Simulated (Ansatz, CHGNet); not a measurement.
**Ladder of methods for the elastic constant C12 of bcc Mo**

Reference value: 160 GPa (measured, 0 K, 300 K values taken to 0 K by the source's computed thermal shift; zero-point effects included; as tabulated in Gong and Corso (2024), arXiv:2406.16634).

```
level (code)           value (GPa)  cell (Å³/atom)
---------------------  -----------  --------------
CHGNet-r²SCAN                  283           15.69
LDA (Ansatz)            (withheld)           15.06
PBE (Ansatz)                   161           15.79
PBE-D3(BJ) (Ansatz)            171           15.34
r²SCAN+rVV10 (Ansatz)   (withheld)           15.54
HSE06 (Ansatz)                 181           15.43
```

Task: What belongs in the gaps?

Result: 
- LDA (Ansatz, a quantum-chemistry and plane-wave program), value (GPa): 184
- r²SCAN+rVV10 (Ansatz), value (GPa): 167

Differences against the reference: CHGNet-r²SCAN +77 %, LDA +15.0 %, PBE +0.6 %, PBE-D3(BJ) +6.9 %, r²SCAN+rVV10 +4.4 %, HSE06 +13.1 %.

Once the reference is moved by up to 5.0 % (a margin picked here for doubts on the reference and the settings, and for temperature and zero-point motion) and values within 1.7 % count as equal, the nearest can be PBE (+0.6 %), r²SCAN+rVV10 (+4.4 %) or PBE-D3(BJ) (+6.9 %). Among them CHGNet-r²SCAN (+77 %) misses by most.

The reference isn't brought to a static lattice, while the calculations are for one, so the differences are not the levels' errors alone.  LDA, PBE, PBE-D3(BJ), r²SCAN+rVV10, HSE06: shear constants of such metals converge slowly with the k mesh. PBE-D3(BJ): the dispersion coefficients are held fixed in the derivatives. HSE06: hybrids on metals are sensitive to the k mesh. HSE06: the run warned that the count of filled bands differs between k points. Each level is taken at its own relaxed cell. Cutoffs and k meshes differ between the levels. Ansatz's density-functional and Hartree–Fock values are scalar-relativistic unless marked +SOC, with PAW data made under PBE.

Machine-learned potentials (CHGNet-r²SCAN) are trained on DFT data: a solid inside that data is no test of them.

Differences are worked out from the printed values.
